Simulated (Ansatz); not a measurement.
# Worked example: correlation energy of HAl–C–O, quintet

Geometry: that of the HAl–C–O, triplet, kept fixed. The triplet lies 6.0 eV lower here.

```xyz
4

Al    0.0000   -0.1061    1.2725
C     0.0000    0.0837   -0.6437
O     0.0000    0.0363   -1.7922
H     0.0000    1.2690    2.0556
```

Basis cc-pVTZ; Ansatz 0.2.0. Correlated methods freeze the noble-gas cores, which leaves 14 electrons in 101 orbitals. Prefix R: restricted or restricted open-shell reference; prefix U: unrestricted.

Full CI isn't at hand for all of this; UCCSDT(Q) serves as the reference, and is uncertain by about the last step of the cluster series.

Runs differ by some tens of microhartree through their thresholds and, for an open shell, their frozen cores, so steps under 0.03 kcal/mol mean nothing.

| level | total energy (hartree) |
| --- | --- |
| UHF | -355.030958 |
| UMP2 | -355.420902 |
| UCCSD | -355.433593 |
| UCCSD(T) | -355.454208 |
| UCCSDT | -355.455767 |
| UCCSDT(Q) | -355.457634 |

What is the correlation energy at UCCSDT(Q), and what share of it do UMP2 and UCCSD recover?

E(corr) = -355.457634 − (-355.030958) = -0.426676 hartree = -11.610 eV. UMP2: -0.389944 / -0.426676 = 91.39 %. UCCSD: -0.402635 / -0.426676 = 94.37 %.

By how many kcal/mol does UCCSD(T) miss UCCSDT(Q) (1 hartree = 627.509 kcal/mol), and which steps make up the rest?

-355.454208 − (-355.457634) = 0.003426 hartree = 2.15 kcal/mol. Steps: UCCSDT − UCCSD(T) = -0.98, UCCSDT(Q) − UCCSDT = -1.17 kcal/mol. Differences between like states or geometries often cancel part of this.
